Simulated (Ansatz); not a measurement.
## Ansatz (development build ahead of 0.2.0) run

```yaml
crystal:
  periodic: [false, false, false]
  atoms:
    - { symbol: P, position_ang: [0.0, 0.0, -0.93451] }
    - { symbol: F, position_ang: [0.0, 0.0, 0.93451] }
basis:
  gaussian: { orbitals: def2-SVP }
total_charge: -1
magnetization:
  spin_polarized: true
  initial_magnetization: 1
hamiltonian:
  xc: hf
correlation:
  method: mp2
  frozen_orbitals: { F: 1, P: 5 }
```

The input is written out in the form of the current development build from the run's settings.

Results

```json
{
 "Converged": "yes",
 "Reference energy": "-439.92782 hartree",
 "Correlation energy": "-0.27446 hartree",
 "Total energy": "-440.20227 hartree",
 "Spin squared of the determinant": "0.761",
 "Stability test": "minimum",
 "Occupied orbitals by symmetry in an Abelian subgroup (alpha; beta)": "7 A1 3 B1 3 B2; 7 A1 3 B1 2 B2"
}
```

Messages of the program:
```
mean field -11971.04579866 eV, -439.9278188346 hartree, gradient 8.1e-6 eV, S^2 0.761201; 4 other ends of a descent, 0 dependent functions left out
```

Caution: no diffuse functions for an anion.
